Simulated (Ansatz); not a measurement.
Frontier orbitals of `OBCl`.

```xyz
5

O    -0.283    0.151    1.012
B     0.329   -0.223   -0.119
Cl   -0.288    0.277   -1.697
H    -1.063    0.698    0.871
H     1.304   -0.902   -0.067
```

The species carries charge 0 and has multiplicity 1. Geometry: relaxed with PBE0-D4/def2-TZVP. It is one conformer, not always the lowest. Basis def2-TZVPP, Ansatz 0.2.0.

Orbital energies of one run (eV). Highest occupied ones, from the top: -9.38, -9.80, -10.40, -11.70, -12.77, -13.79, -16.98, -24.04, -30.53, -189.03, -199.78, -199.81, -199.90, -263.13. Empty: -0.16, 1.32, 2.70, 2.99, 3.54, 4.38.

**Question.** Which functional gave them?
A. LDA (SPW92)
B. r2SCAN0
C. BHLYP
D. BLYP

**Answer.** B. HOMO energies: r2SCAN0 -9.38, LDA (SPW92) -7.84, BLYP -7.56, BHLYP -10.46 eV.
